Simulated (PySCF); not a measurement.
Species: hydrogen sulfate, HO4S (charge -1).
Bonds: O1–S2 (double), S2–O3 (double), S2–O4, S2–O5. Hydrogens: H6 on O5.

Computed with PySCF 2.14.0, PBE0-D3(BJ)/def2-SVP geometry optimisation, gas phase.

(1) What internal coordinates does the optimisation give?

Results:

(1) 
```tsv
bond	length (Å)	order
O1=S2, S2–O4	1.467	double/single
S2=O3	1.480	double
S2–O5	1.689	single
O5–H6	0.964	single
```

Bonds in one row agree within 0.01 Å and their mean is given. Orders are formal, as drawn. A selection of angles:
```tsv
angle	degrees
O1–S2–O3	114.7
O1–S2–O5	104.4
O3–S2–O5	100.9
S2–O5–H6	100.6
```

Dihedral angles: H6–O5–S2–O1 -112° (anticlinal). The mirror-image conformer, all signs reversed, is as good.

S2 (sulfonyl sulfur) is distorted tetrahedral (angles from 100.9° to 115.4°). The O–S distances run from 1.467 Å (S2–O4, drawn single in a drawing that doesn't fit all lengths) to 1.689 Å (S2–O5, drawn single in a drawing that doesn't fit all lengths), a spread of 0.222 Å.

Point group: near Cs, missed by 0.15 Å at most; the miss may be what the optimiser left on a soft mode. PBE0-D3(BJ)/def2-SVP frequencies: not computed here. The geometry's basis has no diffuse functions, a weakness for an anion.

On Arm Neoverse V2, one thread, shared host, this took 11 s wall. That covers the optimisation of the geometry.
